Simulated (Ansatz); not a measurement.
SiH2 (SMILES [SiH2]) moved off its minimum; all values from Ansatz (a quantum-chemistry and plane-wave program), cores frozen in correlated methods.
(charge 0, multiplicity 1)
```xyz
3

Si     0.0659     0.0241     0.1901
H     -0.1221    -1.2110    -0.8579
H     -0.0513     1.0052    -1.0381
```

Forces at MP2/aug-cc-pV(T+d)Z (eV/Å):

```json
[
 {"atom": "Si1", "Fx": "-0.261", "Fy": "-0.576", "Fz": "-1.830"},
 {"atom": "H2", "Fx": "0.178", "Fy": "0.991", "Fz": "1.049"},
 {"atom": "H3", "Fx": "0.083", "Fy": "-0.415", "Fz": "0.781"}
]
```

Question: Give the forces (eV/Å), the total energy and the dipole at CCSD(T)/aug-cc-pV(T+d)Z.

Answer: 
| atom | Fx | Fy | Fz |
|---|---|---|---|
| Si1 | -0.234 | -0.544 | -1.627 |
| H2 | 0.160 | 0.873 | 0.951 |
| H3 | 0.074 | -0.329 | 0.676 |
Energy -290.1703 hartree, dipole 0.25 D.

Doubts at one or more of the structures used: a restricted determinant that unrestricted orbitals would lower (CCSD(T)/aug-cc-pV(T+d)Z, MP2/aug-cc-pV(T+d)Z).
